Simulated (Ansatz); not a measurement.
**ClHMgN radical (SMILES [NH][Mg][Cl]): functionals against CCSD(T) at one geometry**

The task here is to estimate one member of a computed series from the others.

Method: single points in def2-TZVPP; program: Ansatz 0.2.0, Gaussian basis.

Correlated methods freeze the cores. The outer core shell of Li, Na, Mg and K is correlated. Orbitals are unrestricted.

## Starting geometry

SMILES `[NH][Mg][Cl]`, 4 atoms, charge 0, spin multiplicity 2.

Atoms are counted from 1 here; the program's logs count them from 0.

Bond lengths: N1–Mg2 1.887 Å, N1–H4 1.039 Å, Mg2–Cl3 2.103 Å. Angles: Mg2–N1–H4 122.3°, N1–Mg2–Cl3 138.1°.

As a file:

```xyz
4

N    -0.6465    0.8335   -0.8060
Mg    0.8923    0.0585   -0.0357
Cl    1.3564   -1.4110    1.3951
H    -1.6053    0.4965   -0.5886
```

Set-up of the first run:

run/in.yaml reads:

```yaml
crystal:
  periodic: [false, false, false]
  atoms:
    - {symbol: N, position_ang: [-0.646500, 0.833500, -0.806000]}
    - {symbol: Mg, position_ang: [0.892300, 0.058500, -0.035700]}
    - {symbol: Cl, position_ang: [1.356400, -1.411000, 1.395100]}
    - {symbol: H, position_ang: [-1.605300, 0.496500, -0.588600]}
basis:
  gaussian: {orbitals: def2-TZVPP}
magnetization: {spin_polarized: true, initial_magnetization: 1}
correlation: {method: ccsd_t}
scf: {omitted_lower_state_checks: [cluster_reference]}
output: {forces: true}
```

The command line of these runs was not kept.

Among the steps run: CCSD(T)/def2-TZVPP; PBE0-D4/def2-TZVPP; wB97M-V/def2-TZVPP; r2SCAN-D4/def2-TZVPP; PBE-D4/def2-TZVPP; wB97X-V/def2-TZVPP; LC-wPBE/def2-TZVPP.

One of the session's tables, all rows but one given; the rest of the session is left out.

```
   method  RMS force component (eV/Å)  angle to CCSD(T) forces (°)  dipole (D)
  CCSD(T)                       0.623                    reference        2.81
  PBE0-D4                       0.595                          3.0        2.70
  wB97M-V                       0.616                          3.4        2.67
r2SCAN-D4                       0.595                          0.8        2.73
   PBE-D4                       0.593                         15.6        2.55
  wB97X-V                       0.595                          2.1        2.74
  LC-wPBE                           ?                            ?           ?
```

**Question.** Estimate the row for LC-wPBE.

**Answer.** RMS force component (eV/Å): 0.583; angle to CCSD(T) forces (°): 9.0; dipole (D): 2.75. In the column «RMS force component (eV/Å)» it is the lowest.
